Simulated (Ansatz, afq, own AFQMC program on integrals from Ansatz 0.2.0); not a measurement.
**Atomization energy of SiNH3, singlet**

```xyz
5

N    -0.3082   -0.4693    0.1008
Si    0.0655    1.1719    0.4457
H     0.1466   -1.0662   -0.5832
H    -1.0468   -0.9612    0.5944
H     1.1928    1.2511   -0.5992
```

Connectivity, by distances: NH2–SiH.

Atoms in their ground-state spins without spin–orbit coupling (mostly on UHF) minus the molecule (RHF), without zero-point energy. The geometry is a stationary point, not shown to be a minimum.

Basis def2-TZVP. Only valence electrons are correlated. Ansatz 0.2.0 and our own AFQMC program on the same integrals; the CISD trial comes from CCSD amplitudes, and released means the phaseless constraint is let go. Error bars are statistical, one sigma. The errors of all members are added in quadrature.

No full CI on the walks' own integrals is used here; CCSDT(Q) serves as the reference and is uncertain by about the last step of the cluster series. Each member takes its own surest rung, up to full CI.

The best estimate is CCSD(T) at the basis-set limit (CBS: def2-TZVPP and def2-QZVPP, with their diffuse functions for anions and beside diffuse sets, CCSD(T) itself extrapolated) plus the step from CCSD(T) to CCSDT(Q) in def2-TZVP. Rows without CBS are in def2-TZVP; B2PLYP and the wave-function rows carry a basis error of their own. Core correlation and relativity beyond core potentials are missing, and ± holds the sampling alone.

Cautions: SiNH₃ (singlet): the released energies move by 1.5 errors or more from one time to the next, so no released level is given (meV from the phaseless value at times in 1/Eh: -1 ± 4 at 0.24, -2 ± 4 at 0.51, -11 ± 3 at 0.99, -3 ± 6 at 1.62, -22 ± 7 at 2.40), though the last usable value meets CCSDT(Q) within the noise; other spins of the molecule weren't checked.

Best estimate: 15.946 eV.

```tsv
level	atomization energy (eV)	error against the best estimate (eV)
HF	10.620	-5.326
MP2	15.086	-0.860
CCSD	14.883	-1.063
CCSD(T)	15.111	-0.835
CCSDT	15.101	-0.845
CCSDT(Q)	15.120	-0.826
ph-AFQMC/CISD	15.118 ± 0.006	-0.827 ± 0.006
HF/CBS	10.723	-5.223
MP2/CBS	15.946	0.000
CCSD(T)/CBS	15.938	-0.008
PBE	16.020	0.074
r2SCAN	15.655	-0.291
PBE0	15.634	-0.311
B3LYP	15.914	-0.032
wB97M-V	16.045	0.099
B2PLYP	15.663	-0.283
```

Correlation beyond CCSD(T) adds 0.008 eV. Going to the basis-set limit adds 0.827 eV at CCSD(T). The perturbative (T) step is worth +0.228 eV. The functionals spread over 0.411 eV; B3LYP comes nearest and PBE0 is 0.311 eV too low.

Best estimates are given only where the step beyond CCSD(T) is under 0.3 eV and no member's determinant is very poor (T1 over 0.05, or 0.07 for open shells, ⟨S²⟩ too high by 0.3, two states mixed), so the hardest cases are missing from such tables.

The functionals ran in a triple-zeta set and keep a basis error of their own, a few kJ/mol for each bond in atomization energies and more for double hybrids, so close places among them and the extrapolated levels can swap.

CCSDT and higher add their correlation energy to the determinant of the CCSD(T) run, since their own runs factorise the integrals more tightly (a shift of under 2 meV). Each member of a difference takes its own highest rung, so a best estimate needn't equal the limit plus the step of one row.
